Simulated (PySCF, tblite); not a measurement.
Species: methoxyacetone, C4H8O2.
Atom-mapped SMILES: `[CH3:1][O:2][CH2:3][C:4]([CH3:5])=[O:6]` (hydrogens: H7, H8, H9 on C1; H10, H11 on C3; H12, H13, H14 on C5)

Computed with GFN2-xTB (tblite), gas phase: nudged elastic band of 9 images (0 to 8), spring 0.2 eV/Å², climbing image at the end, force threshold 0.05 eV/Å. The top image wasn't refined or checked by frequencies; at this threshold it can lie a kcal/mol or more above the true saddle point of the method.

Path: rotation about C3–C4 (sp3 carbon bound to oxygen, ketone carbonyl carbon), followed by the dihedral O2–C3–C4–C5.

Image 0 (start, dihedral 9°):
```
atom  x, y, z in Å
C1     -2.126    0.008   -0.527
O2     -0.733   -0.166   -0.476
C3     -0.171    0.284    0.730
C4      1.337    0.072    0.766
C5      1.948   -0.356   -0.531
O6      1.959    0.259    1.780
H7     -2.399    1.065   -0.421
H8     -2.447   -0.353   -1.502
H9     -2.630   -0.567    0.259
H10    -0.356    1.363    0.868
H11    -0.617   -0.233    1.595
H12     1.483   -1.284   -0.852
H13     1.729    0.391   -1.291
H14     3.021   -0.482   -0.422
```

Image 8 (end, +0.163 eV, dihedral 168°):
```
atom  x, y, z in Å
C1     -2.487   -0.113    0.001
O2     -1.246   -0.750    0.141
C3     -0.161    0.126    0.024
C4      1.153   -0.609    0.255
C5      2.366    0.207   -0.128
O6      1.220   -1.722    0.694
H7     -2.586    0.361   -0.985
H8     -3.245   -0.885    0.109
H9     -2.634    0.653    0.773
H10    -0.141    0.603   -0.971
H11    -0.227    0.933    0.776
H12     2.488    0.159   -1.209
H13     2.247    1.248    0.158
H14     3.253   -0.212    0.338
```

Problem. What do the inner images look like?

Solution. 
Image 1: +0.014 eV, dihedral 28°
```
atom  x, y, z in Å
C1     -2.154   -0.042   -0.490
O2     -0.777   -0.314   -0.424
C3     -0.173    0.284    0.696
C4      1.316   -0.025    0.777
C5      1.985   -0.277   -0.539
O6      1.887   -0.030    1.837
H7     -2.340    1.037   -0.557
H8     -2.531   -0.533   -1.384
H9     -2.679   -0.433    0.390
H10    -0.273    1.383    0.640
H11    -0.655   -0.043    1.629
H12     1.479   -1.102   -1.035
H13     1.877    0.600   -1.173
H14     3.037   -0.503   -0.391
```

Image 2: +0.049 eV, dihedral 48°
```
atom  x, y, z in Å
C1     -2.195   -0.085   -0.444
O2     -0.838   -0.439   -0.352
C3     -0.173    0.291    0.651
C4      1.291   -0.122    0.768
C5      2.033   -0.201   -0.532
O6      1.794   -0.327    1.841
H7     -2.308    0.978   -0.691
H8     -2.629   -0.690   -1.236
H9     -2.724   -0.283    0.496
H10    -0.199    1.369    0.410
H11    -0.659    0.150    1.628
H12     1.523   -0.902   -1.188
H13     2.024    0.774   -1.014
H14     3.059   -0.515   -0.360
```

Image 3: +0.100 eV, dihedral 68°
```
atom  x, y, z in Å
C1     -2.247   -0.119   -0.386
O2     -0.912   -0.544   -0.270
C3     -0.172    0.298    0.586
C4      1.263   -0.213    0.735
C5      2.098   -0.126   -0.508
O6      1.675   -0.615    1.790
H7     -2.300    0.896   -0.801
H8     -2.747   -0.813   -1.058
H9     -2.755   -0.124    0.586
H10    -0.146    1.318    0.168
H11    -0.635    0.336    1.582
H12     1.616   -0.690   -1.303
H13     2.168    0.913   -0.823
H14     3.095   -0.516   -0.318
```

Image 4: +0.151 eV, dihedral 88°
```
atom  x, y, z in Å
C1     -2.306   -0.143   -0.319
O2     -0.995   -0.631   -0.179
C3     -0.170    0.292    0.498
C4      1.234   -0.299    0.681
C5      2.172   -0.053   -0.465
O6      1.545   -0.882    1.683
H7     -2.316    0.795   -0.889
H8     -2.874   -0.900   -0.855
H9     -2.772    0.038    0.657
H10    -0.111    1.226   -0.081
H11    -0.586    0.510    1.493
H12     1.746   -0.469   -1.375
H13     2.292    1.020   -0.605
H14     3.140   -0.503   -0.264
```

Image 5: +0.184 eV, dihedral 108°
```
atom  x, y, z in Å
C1     -2.367   -0.156   -0.246
O2     -1.080   -0.696   -0.084
C3     -0.167    0.267    0.391
C4      1.206   -0.381    0.608
C5      2.244    0.018   -0.404
O6      1.423   -1.119    1.528
H7     -2.354    0.682   -0.955
H8     -3.000   -0.951   -0.633
H9     -2.772    0.202    0.709
H10    -0.093    1.096   -0.329
H11    -0.512    0.665    1.359
H12     1.899   -0.247   -1.401
H13     2.382    1.097   -0.368
H14     3.189   -0.477   -0.195
```

Image 6 (top): +0.192 eV, dihedral 128°
```
atom  x, y, z in Å
C1     -2.421   -0.158   -0.169
O2     -1.155   -0.738    0.011
C3     -0.165    0.226    0.271
C4      1.183   -0.457    0.517
C5      2.305    0.086   -0.328
O6      1.325   -1.325    1.332
H7     -2.409    0.559   -1.001
H8     -3.111   -0.967   -0.396
H9     -2.753    0.365    0.737
H10    -0.096    0.934   -0.569
H11    -0.419    0.795    1.183
H12     2.056   -0.027   -1.380
H13     2.431    1.147   -0.120
H14     3.229   -0.442   -0.110
```

Image 7: +0.182 eV, dihedral 148°
```
atom  x, y, z in Å
C1     -2.461   -0.148   -0.090
O2     -1.212   -0.755    0.107
C3     -0.165    0.177    0.145
C4      1.164   -0.525    0.413
C5      2.347    0.150   -0.237
O6      1.257   -1.504    1.098
H7     -2.476    0.425   -1.027
H8     -3.195   -0.949   -0.143
H9     -2.712    0.526    0.738
H10    -0.119    0.745   -0.797
H11    -0.323    0.901    0.966
H12     2.201    0.193   -1.314
H13     2.438    1.168    0.135
H14     3.255   -0.403   -0.014
```

The largest changes of bonds and angles from start to top: C4–C5 1.497 → 1.506 Å, C3–C4 1.522 → 1.531 Å, C4=O6 1.204 → 1.199 Å, C3–H10 1.104 → 1.101 Å, C4–C3–H10 107.4 → 110.7°, C3–C4–O6 120.7 → 122.5°, O2–C3–C4 111.9 → 110.1°. GFN2-xTB torsional profiles can miss by a kcal/mol or more and can put conformers in the wrong order.

Problem. What do single points at PBE0/pcSseg-1 (PySCF, no dispersion term) give on some images?

Solution. 
```
image  GFN2-xTB E (eV)  DFT E (eV)  HOMO (eV)  LUMO (eV)  dipole (D)
    0            0.000       0.000      -7.27      -0.35        3.06
    3            0.100       0.126      -7.30      -0.63        3.22
    6            0.192       0.229      -7.27      -0.58        3.79
    7            0.182       0.191      -7.25      -0.45        3.95
    8            0.163       0.144      -7.26      -0.32        4.02
```

Energies count from image 0 at each level. At the GFN2-xTB top the DFT energy is 5.3 kcal/mol against 4.4; the geometries weren't optimised at the DFT level.

The cost below is that of the whole band run. The run took 3.5 s on one thread, Arm Neoverse N1 (aarch64), on a shared host, and the process peaked at 0.18 GiB of memory.
